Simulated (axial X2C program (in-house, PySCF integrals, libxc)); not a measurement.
**Nuclear properties of O₂⁺**

Calculated with an axial X2C code built on PySCF integrals: two-component X2C with atomic mean-field Coulomb and Gaunt terms, Gaussian nuclei, basis O dyall-av3z with contracted cores.

R = 1.099 Å (near the PBE0 minimum at charge 1 of the determinant lowest at the starting distance; the state shown can have its own minimum elsewhere).

Input and command:
```json
{"zs": [8, 8], "q": 1, "bas": ["dyall-av3z", "dyall-av3z"], "r0": 1.14, "levels": ["PBE0", "HF", "PBE", "TPSSh", "BP86"], "nst": 3}
```
```bash
python soeom.py task.json out
```

Keys: zs atomic numbers; q charge; bas basis sets; r0 starting distance in Å; levels methods; nst determinants followed.

Determinant lowest in the PBE0 search, Ω = 1/2 (⟨Sz⟩ = -0.50, ⟨Lz⟩ = 1.00 at PBE0), spin on the atoms O -0.25, O -0.25:

| level | A∥/gI O (MHz) | qzz O (a.u.) |
| --- | --- | --- |
| PBE0 | 755 | 0.10 |
| HF | 713 | -0.04 |
| PBE | 762 | 0.14 |
| TPSSh | 751 | 0.12 |
| BP86 | 775 | 0.14 |

Determinant 0.03 eV from it at PBE0 and this distance, Ω = 3/2 (⟨Sz⟩ = 0.50, ⟨Lz⟩ = 1.00 at PBE0), spin on the atoms O 0.25, O 0.25:

```csv
level,A∥/gI O (MHz),qzz O (a.u.)
PBE0,187,0.09
HF,231,-0.05
PBE,175,0.14
TPSSh,181,0.12
BP86,172,0.14
```

A∥ (defined per Ω) follows by multiplying with gI = μI/(I μN); qzz is the electric field gradient, eQq0 = 234.96 MHz × Q/barn × qzz. The operators were transformed with the bare-nucleus X2C matrices; with these basis sets, hyperfine constants and field gradients can be off by tens of per cent, and where levels differ in sign neither size nor sign is settled.

(1) With gI(17O) = -0.7575 (g factors from the IAEA table of nuclear moments by Stone), turn the PBE0 values of the first state into constants in MHz.

Each state is one determinant with collinear spin. Unrestricted Hartree–Fock can overshoot spin polarisation at the nuclei. The search compared states at one distance, so a state with another bond length can lie lower. Where a field gradient or hyperfine factor spreads by more than a factor of two over the levels, a constant derived from it is not to be relied on. PBE0 term energies can be off by some tenths of an eV.

## Answers

(1) A∥(17O) = 755 × -0.7575 = -572 MHz.
